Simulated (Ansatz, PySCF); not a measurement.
Species: ammonia, NH₃ (charge 0, singlet). SMILES: N
Geometry: optimised at B3LYP-D3(BJ)/def2-TZVP (Ansatz, a program for electronic structure).

Quantity: enthalpy of formation at 298 K, in kcal/mol. Conventions: LANL2DZ all-electron up to Ne; no dispersion term unless named; 6-31G* and kin with 6d, 5d where marked; 6-311+G** with 5d; UHF or UKS for open shells; valence correlation only; spin-orbit terms left out; non-relativistic. CBS(X,Y): correlation extrapolated as X^-3; Hartree-Fock from the larger set (for Q and 5 zeta extrapolated as (X+1)exp(-9√X)). Ab initio and DFT rows: single points at B3LYP-D3(BJ) geometries (Ansatz), with unscaled harmonic terms from B3LYP/6-31G* at its own minima, enthalpies of formation by atomisation with measured atoms.

Measured values: Active Thermochemical Tables 1.112 (ions: stationary electron), as tabulated in the package chemicals; they hold spin-orbit and core effects, anharmonicity. 

Value to compare with, the measured value: -10.9 kcal/mol.

```tsv
level	program	enthalpy of formation at 298 K (kcal/mol)	error
PBE/LANL2DZ	Ansatz	1.3	12.2
B3LYP/6-31G*	Ansatz	-2.8	8.1
B3LYP/def2-SVP	Ansatz	-6.0	4.9
M06-2X/6-311+G**	PySCF	-5.5	5.4
MP2/STO-3G	Ansatz	47.6	58.5
MP2/LANL2DZ	Ansatz	51.9	62.8
PBE0/def2-TZVPD	Ansatz	-6.3	4.6
CCSD(T)/CBS(cc-pVQZ,cc-pV5Z)	Ansatz	-10.1	0.8
```

Among the 6 habitual levels, MP2/LANL2DZ lies farthest from the measured value (62.8 kcal/mol); 6 of 6 lie above it, and their mean absolute error is 25.3 kcal/mol, the median 10.1. One case shows no general order.

The levels are drawn from those run, B3LYP/6-31G* more often than the rest, none by its result; runs whose electronic state is in doubt are left out.
